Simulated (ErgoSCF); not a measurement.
**CH3BO (B(CO)H3): KT2/6-31G(d) (spherical functions)**

Aim: the vertical electron affinity of CH3BO (B(CO)H3) at KT2/6-31G* (spherical functions), from 2 runs. 

The results are computed with ErgoSCF 3.8.

7 further runs of the same task are left out: 5 that didn't finish, 2 set aside as unsound or not needed.

### 1 The molecule

CH3BO: 6 atoms, total charge 0, spin state singlet. SMILES: `[H]B([H])([H])<-[C-]#[O+]`. Geometry: relaxed at GFN2-xTB.

Bond lengths: B1–C2 1.474 Å, C2–O3 1.142 Å, B1–H4 1.187 Å, B1–H5 1.186 Å, B1–H6 1.187 Å. Angles: B1–C2–O3 178.9°, C2–B1–H4 105.5°, C2–B1–H5 107.4°, C2–B1–H6 105.7°, H4–B1–H5 112.6°, H4–B1–H6 112.5°, H5–B1–H6 112.6°.

### 2 A single-point energy at KT2/6-31G(d) (spherical functions)

The input, mol.xyz:

```xyz
6

B     -0.013250     0.005270    -0.516110
C      0.011910     0.007900     0.957520
O      0.044170    -0.008430     2.099160
H      1.125420     0.004210    -0.852220
H     -0.589380     0.982500    -0.862300
H     -0.578870    -0.991440    -0.826050
```

The basis set 6-31G* is read from a file made from the Basis Set Exchange's data (not shown).

The run is started by

```sh
$ ergo -m mol.xyz -e 'set_nthreads("env")' -e 'scf.max_number_of_iterations = 150' -e 'scf.output_mulliken_pop = 1' -e 'scf.convergence_threshold = 1e-06' -e 'tmpdir = "."' -e 'scf.use_diagonalization = 1' -e 'charge = 0' -e 'basis = "6-31G*"' -e 'run "KT2"'
```

Log:

```text
[...]
INDF Weighted mixed functional:
[...]
INSC Energy   1 =        -62.95371961636
[...]
INDE E_LUMO =         -0.08056347921
[...]
INSC Energy  26 =       -142.22458083691  ( diff     -0.000000000005315 )
[...]
RESC CONVERGED after  26 iterations.
RESC FINAL ENERGY:       -142.22458083691
[...]
INSC SCF: dipole_moment_x [atomic units] =       0.00521685
INSC SCF: dipole_moment_y [atomic units] =       0.00424741
INSC SCF: dipole_moment_z [atomic units] =       0.44640846
[...]
```

Wall time 7.2 s (1 thread of Arm Neoverse V1, shared host).

### 3 The doublet anion at the same level

mol.xyz is that of step 2.

The basis set 6-31G* is read from a file made from the Basis Set Exchange's data (not shown).

The run is started by

```sh
$ ergo -m mol.xyz -e 'set_nthreads("env")' -e 'scf.max_number_of_iterations = 150' -e 'spin_polarization = 1' -e 'tmpdir = "."' -e 'scf.output_mulliken_pop = 1' -e 'scf.use_diagonalization = 1' -e 'basis = "6-31G*"' -e 'scf.convergence_threshold = 1e-06' -e 'charge = -1' -e 'run "KT2"'
```

Log:

```text
[...]
INDF Weighted mixed functional:
[...]
INSC Energy   1 =        -64.21352006524
[...]
INDE E_LUMO =          0.23067847119
[...]
INSC Energy  25 =       -142.16630131344  ( diff     -0.000000000263071 )
[...]
RESC CONVERGED after  25 iterations.
RESC FINAL ENERGY:       -142.16630131344
RESC FINAL <S2> =          0.75324580986
[...]
INSC SCF: dipole_moment_x [atomic units] =       0.04860389
INSC SCF: dipole_moment_y [atomic units] =      -0.07491122
INSC SCF: dipole_moment_z [atomic units] =      -0.42941399
[...]
```

Run time: 8.7 s. Hardware: 1 thread of Arm Neoverse V1, shared host.

### 4 Outcome

At KT2/6-31G* (spherical functions):

| quantity | value |
| --- | --- |
| singlet CH3BO: total energy | -142.22458 Eh |
| singlet CH3BO: dipole moment | 1.13 D |
| doublet anion: total energy | -142.16630 Eh |
| doublet anion: ⟨S²⟩ | 0.753 |
| vertical electron affinity (to the doublet anion) | -1.586 eV |

The anion lies 1.59 eV (153 kJ/mol) above the neutral: the electron isn't bound at this level, and such a value depends on the basis. Without diffuse functions anions come out too high. Mulliken charges (singlet CH3BO) run from -0.43 on B1 to +0.43 on C2; they depend strongly on the basis. Mulliken charges (doublet anion) run from -0.41 on B1 to +0.15 on C2.
